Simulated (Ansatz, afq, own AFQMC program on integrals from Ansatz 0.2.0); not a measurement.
**AlSiH, triplet in 6-31G, levels against full CI**

```xyz
3

Si    0.0000    0.0000    2.1008
Al    0.0000    0.0000   -0.2530
H     0.0000    0.0000   -1.8478
```

Connectivity, by distances: Si–AlH.

Basis 6-31G. Noble-gas cores (and the filled d shells of Ga–Kr and In–Xe) are frozen. Ansatz 0.2.0 and our own AFQMC program on the same integrals; the CISD trial comes from CCSD amplitudes, and released means the phaseless constraint is let go. ± is one standard error of the sampling.

Determinant: UHF, the one that the program's search chose, which needn't be the lowest solution. The geometry is a PBE0/def2-TZVP stationary point of this or a neighbouring charge and spin state.

Full CI on the same integrals is exact in this basis and with this determinant's frozen core.

Cautions: the released energies are still falling, so no released level is given (meV from the phaseless value at times in 1/Eh: -3.8 ± 2.2 at 0.24, -8.5 ± 2.0 at 0.51, -13.1 ± 1.8 at 0.99, -15.0 ± 1.4 at 1.62, -16.7 ± 1.4 at 2.40).

The T1 diagnostic is 0.0340. The weight of the determinant in the CISD state is 0.895, the ⟨S²⟩ of the determinant is 2.007 and the size of the correlated space is 8 electrons in 18 orbitals.

| level | correlation energy (eV) |
| --- | --- |
| MP2 | -1.6535 |
| CCSD | -2.2553 |
| CCSD(T) | -2.3288 |

Estimate where full CI lies against CCSD(T) on the same integrals.

0.85 kcal/mol below CCSD(T).

Reference: full CI, correlation energy -2.365 eV.

```json
{"level": "CCSD(T)", "E − E(reference) (kcal/mol)": "0.85", "share of correlation (%)": "98.45"}
{"level": "CCSDT", "E − E(reference) (kcal/mol)": "0.16", "share of correlation (%)": "99.71"}
{"level": "CCSDT(Q)", "E − E(reference) (kcal/mol)": "0.02", "share of correlation (%)": "99.97"}
{"level": "CCSDTQ", "E − E(reference) (kcal/mol)": "0.01", "share of correlation (%)": "99.98"}
{"level": "ph-AFQMC/CISD", "E − E(reference) (kcal/mol)": "0.53 ± 0.04", "share of correlation (%)": "99.03"}
```

CCSDT and higher add their correlation energy to the determinant of the CCSD(T) run, since their own runs factorise the integrals more tightly (a shift of under 2 meV). A walk keeps the symmetry of its determinant, which the program's search chose and which needn't be the lowest solution, so a lower state of the same spin and another symmetry isn't excluded.
